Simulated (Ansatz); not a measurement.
**Worked example: correlation energy of AsH$_{2}$, quartet**

Geometry: that of the AsH2, doublet, kept fixed. The doublet lies 6.0 eV lower here.

```xyz
3

As    0.0000   -0.0281    0.0000
H     0.0000    1.0445   -1.0859
H     0.0000    1.0445    1.0859
```

Basis cc-pVDZ; Ansatz 0.2.0. Correlated methods freeze the noble-gas cores and the filled d shells of p-block atoms, which leaves 7 electrons in 23 orbitals. Prefix R: restricted or restricted open-shell reference. No spin–orbit coupling is included, and no scalar relativity.

Full CI is exact within this basis and frozen core; it isn't the basis-set limit.

RCCSD has a T1 diagnostic of 0.021 and a largest doubles amplitude of 0.14.

Runs differ by some tens of microhartree through their thresholds and, for an open shell, their frozen cores, so steps under 0.03 kcal/mol mean nothing.

Here the R and U totals at CCSDT(Q) differ by 0.26 kcal/mol, a measure of how far such totals hang on the determinant and its frozen core.

```json
{"level": "RHF", "total energy (hartree)": "-2235.097999"}
{"level": "RMP2", "total energy (hartree)": "-2235.185674"}
{"level": "RCCSD", "total energy (hartree)": "-2235.210040"}
{"level": "RCCSD(T)", "total energy (hartree)": "-2235.212947"}
{"level": "RCCSDT", "total energy (hartree)": "-2235.214134"}
{"level": "RCCSDT(Q)", "total energy (hartree)": "-2235.214241"}
{"level": "full CI", "total energy (hartree)": "-2235.214235"}
```

Q: What is the correlation energy at full CI, and what share of it do RMP2 and RCCSD(T) recover?

A: E(corr) = -2235.214235 − (-2235.097999) = -0.116236 hartree = -3.163 eV. RMP2: -0.087675 / -0.116236 = 75.43 %. RCCSD(T): -0.114948 / -0.116236 = 98.89 %.

Q: By how many kcal/mol does RCCSD(T) miss full CI (1 hartree = 627.509 kcal/mol), and which steps make up the rest?

A: -2235.212947 − (-2235.214235) = 0.001288 hartree = 0.81 kcal/mol. Steps: RCCSDT − RCCSD(T) = -0.74, RCCSDT(Q) − RCCSDT = -0.07, full CI − RCCSDT(Q) = 0.00 kcal/mol. Differences between like states or geometries often cancel part of this.
